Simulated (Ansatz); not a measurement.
**C₂H₂B+ (SMILES b1c[cH+]1): functionals against CCSD(T) at one geometry**

The task here is to estimate one member of a computed series from the others.

Computed with Ansatz 0.2.0, Gaussian basis. Level: single points in def2-TZVPP.

Cores are frozen in the correlated methods.

**Starting geometry**

SMILES `b1c[cH+]1`, 5 atoms, charge 1, spin multiplicity 1.

Atoms are counted from 1 here; the program's logs count them from 0.

Bond lengths: B1–C2 1.377 Å, B1–C3 1.395 Å, C2–C3 1.507 Å, C2–H4 1.213 Å, C3–H5 1.066 Å. Angles: C2–B1–C3 65.9°, B1–C2–C3 57.7°, B1–C2–H4 170.3°, C3–C2–H4 131.5°, B1–C3–C2 56.5°, B1–C3–H5 174.5°, C2–C3–H5 126.5°.

Coordinates:

```
atom    x (Å)    y (Å)    z (Å)
  B1  -1.0823   0.4245  -0.3991
  C2  -0.3364  -0.6673  -0.0163
  C3   0.2323   0.7278  -0.0432
  H4   0.1397  -1.7225   0.3465
  H5   1.1980   1.0260   0.2955
```

Set-up of the first run:

Input file run/in.yaml:

```yaml
crystal:
  periodic: [false, false, false]
  atoms:
    - {symbol: B, position_ang: [-1.082267, 0.424456, -0.399065]}
    - {symbol: C, position_ang: [-0.336390, -0.667330, -0.016283]}
    - {symbol: C, position_ang: [0.232307, 0.727772, -0.043217]}
    - {symbol: H, position_ang: [0.139663, -1.722502, 0.346471]}
    - {symbol: H, position_ang: [1.197964, 1.025981, 0.295480]}
basis:
  gaussian: {orbitals: def2-TZVPP}
total_charge: 1
hamiltonian: {xc: pbe, dispersion: d4}
output: {forces: true}
```

Started as:

```bash
$ ansatz run in.yaml --threads 2 --pin off --events-out ev --progress --plain --max-ram 3481MiB
```

Steps of the session up to this table: PBE-D4/def2-TZVPP; r2SCAN-D4/def2-TZVPP; PBE0-D4/def2-TZVPP; wB97M-V/def2-TZVPP; CCSD(T)/def2-TZVPP.

One of the session's tables, all rows but one given; the rest of the session is left out.

```
   method  RMS force component (eV/Å)  angle to CCSD(T) forces (°)
   PBE-D4                       1.297                          9.2
r2SCAN-D4                       1.320                         15.3
  PBE0-D4                       1.342                         20.2
  wB97M-V                           ?                            ?
  CCSD(T)                       1.402                    reference
```

Estimate the missing values for wB97M-V.

**Answer.** RMS force component (eV/Å): 1.333; angle to CCSD(T) forces (°): 20.2. In the column «RMS force component (eV/Å)» it lies between r2SCAN-D4 (1.320) and PBE0-D4 (1.342).
